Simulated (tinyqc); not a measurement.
The basis set: RHF and MP2 along a ladder of basis sets, for H2O, spin multiplicity 1. Computed by the program tinyqc with PySCF. 

Geometry (angstrom):

| atom | x | y | z |
|---|---|---|---|
| O | 0.0000 | 0.0000 | 0.0000 |
| H | 0.0000 | 0.6460 | 0.6130 |
| H | 0.0000 | -0.6460 | 0.6130 |

Same geometry throughout; the dipole is taken about the origin.

RHF and frozen-core MP2 in a ladder of bases:

| basis | functions | E(RHF) (hartree) | E(MP2 corr) (hartree) | HOMO (eV) | LUMO (eV) | dipole (debye) |
|---|---|---|---|---|---|---|
| sto-3g | 7 | -74.934919 | -0.032016 | -11.0052 | 18.6993 | 1.8975 |
| 3-21g | 13 | -75.561984 | -0.116880 | -13.3113 | 7.5486 | 2.5824 |
| 6-31g | 13 | -75.963395 | -0.122353 | -13.8867 | 5.7708 | 2.7791 |
| 6-31g** | 24 | -76.009543 | -0.190515 | -13.7691 | 6.1078 | 2.3021 |
| cc-pvdz | 24 | -76.013707 | -0.198255 | -13.6690 | 5.2182 | 2.1478 |
| aug-cc-pvdz | 41 | -76.028352 | -0.214519 | -14.1060 | 0.9611 | 2.1124 |
| cc-pvtz | 58 | -76.045147 | -0.257972 | -13.9822 | 3.9413 | 2.1357 |

From cc-pVDZ to cc-pVTZ the RHF energy falls by 31.4 mhartree and the correlation energy by 59.7. If valence correlation converges as X^-3, (27 E(T) - 8 E(D))/19 gives -0.2831 hartree, a rough estimate from such small X that usually falls short; STO-3G holds about 11 % of it. Beyond STO-3G the LUMO moves by 6.6 eV and the HOMO by 0.8 eV; diffuse functions lower the positive LUMO sharply, since an unbound virtual level tracks the most diffuse function.
